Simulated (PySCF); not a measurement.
**CHNO: geometry, coupled-cluster ionisations and excitations**

Wanted: the coupled-cluster ionisations and excitations of CHNO (`N=C=O`), by calculation.

Programs: PySCF 2.14.0, with density-fitted response routines of our own. Each step states its level of theory. These are calculated values for one molecule in the gas phase, unless marked as measured. Atoms are numbered from 0 throughout.

### Step 1. Starting geometry

4 atoms, charge 0, multiplicity 1; geometry from: GFN2-xTB.

Bonds of the start (Å): N0–C1 1.19, C1–O2 1.15, N0–H3 0.99.

### Step 2. Optimising the geometry at PBE0-D3(BJ)/def2-TZVP

The job: settings as JSON, then the geometry in Å.

```
{"job": {"xc": "PBE0", "basis": "def2-TZVP", "d3": "d3bj", "grid": 2, "kind": "geom"}, "charge": 0, "multiplicity": 1}
N     -1.130530     0.213070     0.270580
C      0.005550    -0.053810     0.033670
O      1.103370    -0.134400    -0.312520
H     -1.870100    -0.186190     0.799400
```

**Question.** This job is followed by: EOM-CCSD/cc-pVTZ, vertical, frozen core, gas phase. What will the session give for the following? point group; rotational constants (main isotopes); correlation energy, MP2 and CCSD; T1 diagnostic; first ionisation (EOM-IP-CCSD).

**Answer**, as computed:

```
                            quantity                     value
                         point group                        Cs
rotational constants (main isotopes)  886.17, 11.16, 11.02 GHz
    correlation energy, MP2 and CCSD         -15.69, -15.62 eV
                       T1 diagnostic                    0.0178
      first ionisation (EOM-IP-CCSD)                  11.59 eV
```

Over 5 steps the energy fell by 0.047 eV; of the close pairs, N0–C1 changed most, 1.191 to 1.208 Å. MP2 recovers 100 % of the CCSD correlation energy. For the hole of the first ionisation, Koopmans' theorem lies 0.71 eV above EOM-IP-CCSD.
